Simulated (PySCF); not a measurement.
# Telling isomers of C5H9N apart by NMR

Computed data (PySCF 2.14.0 with density-fitted response routines): structure optimised with GFN2-xTB, σ from GIAO-PBE0/pcSseg-1. In vacuum, equivalent nuclei averaged, a single conformation, no relativistic terms.

Referencing at the same level of theory: TMS for $^{1}$H and $^{13}$C. Where no couplings were computed, multiplicities follow the n + 1 count of equivalent neighbours, and m marks all less simple cases (inequivalent or close neighbours, rings, F or P nearby). Shifts are as computed. Against solution values, carbons near 30 ppm lie about +3 ppm off and those near 130 ppm about +5 ppm (rms about the fit 2.1 ppm; single classes can miss by 10 ppm). Of 1328 compounds with measured shifts, 309 miss one by over three times the rms of a fit or turn the order of signals round; such compounds aren't used in these exercises. Signals without a measured value on file couldn't be tested in this way; 1H shifts scatter by 0.2 ppm about their fit, and single ones miss by 0.5 ppm. OH and NH positions are gas-phase values without hydrogen bonding to other molecules.

(1) Tabulate the signals of `C=CN=C(C)C`, `C=C[C@@H]1N[C@@H]1C`, `C=C/N=C\CC` and their relative energies.

(2) What is the quickest way to tell C=CN=C(C)C from C=C/N=C\CC?

(3) What is the quickest way to tell C=CN=C(C)C from C=C[C@@H]1N[C@@H]1C?

(4) What is the quickest way to tell C=C[C@@H]1N[C@@H]1C from C=C/N=C\CC?

Results:

(1) 
```json
{"SMILES": "C=CN=C(C)C", "carbon types": "1×C 1×CH 1×CH2 2×CH3", "δC": "167.1, 150.4, 97.5, 31.4, 19.3", "δH": "7.21 (m, 1H), 4.34 (m, 1H), 4.06 (m, 1H), 2.06 (s, 3H), 1.98 (s, 3H)", "E rel. (kcal/mol)": "0.0"}
{"SMILES": "C=C[C@@H]1N[C@@H]1C", "carbon types": "3×CH 1×CH2 1×CH3", "δC": "144.0, 117.3, 38.2, 35.9, 15.0", "δH": "6.53 (m, 1H), 5.46 (m, 1H), 4.69 (m, 1H), 2.50 (m, 1H), 2.07 (m, 1H), 1.02 (d, 3H), -0.07 (br s, 1H)", "E rel. (kcal/mol)": "15.7"}
{"SMILES": "C=C/N=C\\CC", "carbon types": "2×CH 2×CH2 1×CH3", "δC": "167.8, 150.1, 98.3, 27.2, 13.1", "δH": "7.52 (t, 1H), 7.26 (m, 1H), 4.37 (m, 1H), 4.16 (m, 1H), 2.40 (m, 2H), 1.09 (t, 3H)", "E rel. (kcal/mol)": "6.4"}
```

Energies are electronic energies at PBE0/pcSseg-1 on these geometries, without zero-point or thermal terms, each for the one conformer computed, which needn't be the lowest.

(2) Both give the same number of carbon signals, but DEPT or the intensities differ. The first has a C=N carbon (C) at 167.1 ppm, the second an sp3 CH2 at 27.2 ppm. Their most deshielded carbons lie at 167.1 and 167.8 ppm.

(3) Both give the same number of carbon signals, but DEPT or the intensities differ. The first has a C=N carbon (C) at 167.1 ppm, the second an aziridine ring carbon (CH) at 38.2 ppm. Their most deshielded carbons lie at 167.1 and 144.0 ppm. In the proton spectra the most deshielded non-exchanging signals are 7.21 (m, 1H) and 6.53 (m, 1H).

(4) Both give the same number of carbon signals, but DEPT or the intensities differ. The first has an aziridine ring carbon (CH) at 38.2 ppm, the second an sp3 CH2 at 27.2 ppm. Their most deshielded carbons lie at 144.0 and 167.8 ppm. In the proton spectra the most deshielded non-exchanging signals are 6.53 (m, 1H) and 7.52 (t, 1H).
